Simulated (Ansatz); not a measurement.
# AlBS: the cost of one run

Computed with Ansatz 0.2.0, Gaussian basis. Level: def2-TZVPP, core rule «outside noble gas», up to 11 orbitals frozen.

To be run: UHF; ROHF; CCSD(T) on UHF.

2 further runs of the same task are left out: 2 set aside as unsound or not needed.

**1. The system**

The geometry is a PBE0/def2-TZVP stationary point (not a proven minimum) of the parent state, kept for this charge and spin.

3 atoms, charge 0, spin multiplicity 3.

Atoms are counted from 1 here; the program's logs count them from 0.

Bond lengths: Al1–B2 2.231 Å, B2–S3 1.617 Å. Angles: Al1–B2–S3 180.0°.

**2. UHF**

in.yaml

```yaml
crystal:
  periodic: [false, false, false]
  atoms:
    - {symbol: Al, position_ang: [0.000000, 0.000000, 2.026204]}
    - {symbol: B, position_ang: [0.000000, 0.000000, -0.204465]}
    - {symbol: S, position_ang: [0.000000, 0.000000, -1.821740]}
basis:
  gaussian: {orbitals: def2-TZVPP}
magnetization: {spin_polarized: true, initial_magnetization: 2}
hamiltonian: {xc: hf}
output: {orbitals: {seedname: orbitals}}
```

On the command line:

```console
$ ansatz run in.yaml --threads 1 --pin off --events-out ev --progress --plain --max-ram 4096MiB --backend cpu
```

What time and memory should one allow on 1 thread of AMD EPYC 7R13, shared host?

About 9 s, with a peak of 0.29 GiB.
